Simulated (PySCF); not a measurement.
# From one method to the next for C2⁻

Starting from one script, swap the method and compare what comes out for C2⁻.

Computed with PySCF 2.14.0. Level: method and basis as typed in the scripts.

2 further runs of the same task are left out: 2 for a known fault of the program.

### 1 Where the work starts

C2⁻: 2 atoms, charge -1, spin multiplicity 2.

Bond lengths: C1–C2 1.368 Å.

### 2 Base script

Contents of input.py:

```python
from pyscf import gto, scf, cc

mol = gto.M(
    atom='C 0 0 0; C 0 0 1.368',
    basis='6-31+g*',
    charge=-1,
    spin=1,
    verbose=3,
)
mf = scf.ROHF(mol)
mf.kernel()
mycc = cc.CCSD(mf, frozen=2)
mycc.kernel()
mycc.ccsd_t()
mf.dip_moment()
print('orbital energies (hartree):', mf.mo_energy[..., max(0, mol.nelec[1]-3):mol.nelec[0]+3].round(4))
```

On the command line:

```sh
> OMP_NUM_THREADS=1 python input.py
```

Its log is not repeated here.

It gives: E(SCF) = -75.524705 Eh, E(CCSD) − E(SCF) = -0.27730 Eh, (T) = -0.01991 Eh.

The bond length is a typed value, not an optimised one. The dipole of an ion depends on the origin.

### 3 SCF alone

Run 1 changes step after the SCF: ccsd(t) → none.

Contents of input.py:

```python
from pyscf import gto, scf

mol = gto.M(
    atom='C 0 0 0; C 0 0 1.368',
    basis='6-31+g*',
    charge=-1,
    spin=1,
    verbose=3,
)
mf = scf.ROHF(mol)
mf.kernel()
mf.dip_moment()
print('orbital energies (hartree):', mf.mo_energy[..., max(0, mol.nelec[1]-3):mol.nelec[0]+3].round(4))
```

On the command line:

```sh
> OMP_NUM_THREADS=1 python input.py
```

### 4 Pbesol (ROKS)

Run 2 changes functional: none (Hartree–Fock) → pbesol; SCF type: ROHF → ROKS; step after the SCF: ccsd(t) → analyze.

Contents of input.py:

```python
from pyscf import gto, dft

mol = gto.M(
    atom='C 0 0 0; C 0 0 1.368',
    basis='6-31+g*',
    charge=-1,
    spin=1,
    verbose=3,
)
mf = dft.ROKS(mol, xc='pbesol')
mf.kernel()
mf.analyze()
print('orbital energies (hartree):', mf.mo_energy[..., max(0, mol.nelec[1]-3):mol.nelec[0]+3].round(4))
```

### 5 Gradient

Run 3 changes step after the SCF: ccsd(t) → gradient.

input.py, as its differences from that of step 2:

```diff
@@ -1,2 +1,2 @@
-from pyscf import gto, scf, cc
+from pyscf import gto, scf
 
@@ -11,5 +11,3 @@
 mf.kernel()
-mycc = cc.CCSD(mf, frozen=2)
-mycc.kernel()
-mycc.ccsd_t()
+mf.nuc_grad_method().kernel()
 mf.dip_moment()
```

### 6 M06l (ROKS)

Run 4 changes functional: none (Hartree–Fock) → m06l; SCF type: ROHF → ROKS; step after the SCF: ccsd(t) → analyze.

Contents of input.py:

```python
from pyscf import gto, dft

mol = gto.M(
    atom='C 0 0 0; C 0 0 1.368',
    basis='6-31+g*',
    charge=-1,
    spin=1,
    verbose=3,
)
mf = dft.ROKS(mol, xc='m06l')
mf.kernel()
mf.analyze()
print('orbital energies (hartree):', mf.mo_energy[..., max(0, mol.nelec[1]-3):mol.nelec[0]+3].round(4))
```

What does the calculation give? Wanted: for each run, E(SCF); from base; after the SCF.

The runs gave:

```
          run  E(SCF) (hartree)  from base (eV)                               after the SCF
         base        -75.524705               0  CCSD(T) correlation -8.088 eV, core frozen
    SCF alone        -75.524705          0.0000                                         n/a
pbesol (ROKS)        -75.603870  not comparable                                         n/a
     gradient        -75.524705          0.0000                                         n/a
  m06l (ROKS)        -76.017246  not comparable                                         n/a
```

In words: Total energies of different functionals can't be compared with each other; differences within one functional can.
